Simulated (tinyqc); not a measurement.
The integration grid: Kohn-Sham B3LYP on finer and finer grids in the sto-3g basis, for NH, spin multiplicity 3. Computed by the program tinyqc with PySCF. Self-consistent on each grid; the net force on the molecule should vanish.

Geometry (angstrom):
```
atom       x       y       z
N     0.0000  0.0000  0.0000
H     0.0000  0.0000  1.1240
```

Kohn-Sham energy on Becke grids (radial x angular points per atom):
```
grid       points  residual of the electron count  E (hartree)  E - finest (mhartree)  largest net force without grid terms (hartree/bohr)
10 x 14       274                        1.81e-02   -54.492833               4.687293                                             3.10e-02
15 x 26       770                        1.40e-02   -54.502062              -4.541205                                             1.32e-02
20 x 50      1987                        2.35e-04   -54.497852              -0.331257                                             1.76e-03
30 x 86      5140                        1.95e-05   -54.497521              -0.000848                                             3.72e-04
50 x 194    19367                        9.38e-09   -54.497520               0.000154                                             4.61e-06
75 x 302    45250                        7.02e-08   -54.497521              -0.000072                                             3.61e-07
120 x 590  141407                       -5.34e-10   -54.497521               0.000000                                             7.68e-08
```

What does the comparison show, and why?

The energy is within 0.1 mhartree of the finest grid first at 30 x 86. The error has both signs, since quadrature is not variational. The electron count and the net force are cheap signs of a poor grid.
